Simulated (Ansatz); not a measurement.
# BNH₃ (doublet): the correlation ladder at distance B1–N2 = 1.253 Å, cc-pVDZ

An exercise on one series of results from a longer session: the logs are not shown, and one member is left open.

The runs use Ansatz 0.2.0, Gaussian basis; cc-pVDZ, core rule «outside noble gas», up to 2 orbitals frozen.

Plan: UHF; CCSD(T) on ROHF; CCSD(T) on UHF; BCCD(T) on ROHF; CISD; CCSDT(Q) on ROHF; CCSDT(Q) on UHF; CASSCF and MRCISD+Q, 3 electrons in 3 orbitals; CASSCF and NEVPT2, 3 electrons in 3 orbitals.

23 further runs of the same task are left out: 2 for a mislabelled method, 11 that didn't finish, 10 set aside as unsound or not needed.

## The system

The geometry derives from a PBE0/def2-TZVP stationary point (not a proven minimum). One bond is set to the value named and the two fragments are kept rigid.

5 atoms, charge 0, spin multiplicity 2.

Atoms are counted from 1 here; the program's logs count them from 0.

Bond lengths: B1–N2 1.253 Å, B1–H3 1.195 Å, N2–H4 1.011 Å, N2–H5 1.007 Å. Angles: N2–B1–H3 125.1°, B1–N2–H4 123.7°, B1–N2–H5 123.2°, H4–N2–H5 113.1°.

The first run:

Input file in.yaml:

```yaml
crystal:
  periodic: [false, false, false]
  atoms:
    - {symbol: B, position_ang: [0.000000, -0.167255, 0.718068]}
    - {symbol: N, position_ang: [0.000000, 0.058167, -0.514488]}
    - {symbol: H, position_ang: [0.000000, 0.670367, 1.570787]}
    - {symbol: H, position_ang: [0.000000, 0.986486, -0.914700]}
    - {symbol: H, position_ang: [0.000000, -0.671223, -1.208446]}
basis:
  gaussian: {orbitals: cc-pVDZ}
magnetization: {spin_polarized: true, initial_magnetization: 1}
hamiltonian: {xc: hf}
output: {orbitals: {seedname: orbitals}}
```

Launch:

```
ansatz run in.yaml --threads 1 --pin off --events-out ev --progress --plain --max-ram 2393MiB
```

Among the steps run: UHF; CCSD(T) on ROHF; CCSD(T) on UHF; BCCD(T) on ROHF; CISD; CCSDT(Q) on ROHF; CCSDT(Q) on UHF; CASSCF and MRCISD+Q, 3 electrons in 3 orbitals; CASSCF and NEVPT2, 3 electrons in 3 orbitals.

One of the session's tables, all rows but one given; the rest of the session is left out.

It belongs to the step «Misses and costs». 

```
   method  from UCCSDT(Q) (meV)
     ROHF                     ?
      UHF               +7296.1
     RMP2                +855.4
     UMP2                +849.9
     CISD                +661.7
    RCCSD                +203.7
    UCCSD                +203.2
 RCCSD(T)                 +28.3
 UCCSD(T)                 +28.2
  BCCD(T)                 +28.2
   RCCSDT                 +12.8
   UCCSDT                 +12.7
RCCSDT(Q)                  +0.8
UCCSDT(Q)                     0
```

**Question.** Estimate the row for ROHF.

**Answer.** from UCCSDT(Q) (meV): +7336.7. In the column «from UCCSDT(Q) (meV)» it is the highest.

Left out of the table: CASSCF pair, NEVPT2 pair, MRCISD pair, MRCISD+Q pair (the active space lost an orbital or holds another state than full CI finds).

Limits of these values: Restricted and unrestricted rows rest on different reference determinants; where their highest levels disagree by more than a few hundredths of an eV, they describe different states and don't form one ladder. Warnings in the runs' records: passed over end.
